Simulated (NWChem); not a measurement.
# fluoromethane (CH$_{3}$F); SMILES FC

Computed with NWChem. Pople sets run with spherical d functions. Each level has its own optimisation. Entropies are gas-phase, rigid-rotor, harmonic values for NWChem's default masses at 298.15 K and 1 bar, so the errors hold that model's part too (torsions, anharmonicity).

Measured entropy at 1 bar: 53.3 cal/(mol K) (CRC Handbook, as tabulated in the package chemicals).

```json
[
 {"level": "Hartree-Fock/STO-3G", "entropy at 1 bar (cal/(mol K))": "53.1", "computed − measured": "-0.2"},
 {"level": "Hartree-Fock/3-21G", "entropy at 1 bar (cal/(mol K))": "…", "computed − measured": "…"},
 {"level": "Hartree-Fock/6-31G*", "entropy at 1 bar (cal/(mol K))": "53.0", "computed − measured": "-0.3"},
 {"level": "B3LYP/6-31G*", "entropy at 1 bar (cal/(mol K))": "53.2", "computed − measured": "-0.1"},
 {"level": "LDA (Slater exchange, VWN5)/def2-SVP", "entropy at 1 bar (cal/(mol K))": "53.2", "computed − measured": "-0.1"},
 {"level": "PBE/def2-SVP", "entropy at 1 bar (cal/(mol K))": "53.2", "computed − measured": "-0.1"},
 {"level": "BLYP/def2-SVP", "entropy at 1 bar (cal/(mol K))": "53.3", "computed − measured": "0.0"},
 {"level": "PBE0/def2-SVP", "entropy at 1 bar (cal/(mol K))": "…", "computed − measured": "…"}
]
```

Q: Some entries are withheld; supply them.

A: 
- Hartree-Fock/3-21G, entropy at 1 bar (cal/(mol K)): 53.2
- Hartree-Fock/3-21G, computed − measured: -0.1
- PBE0/def2-SVP, entropy at 1 bar (cal/(mol K)): 53.2
- PBE0/def2-SVP, computed − measured: -0.1
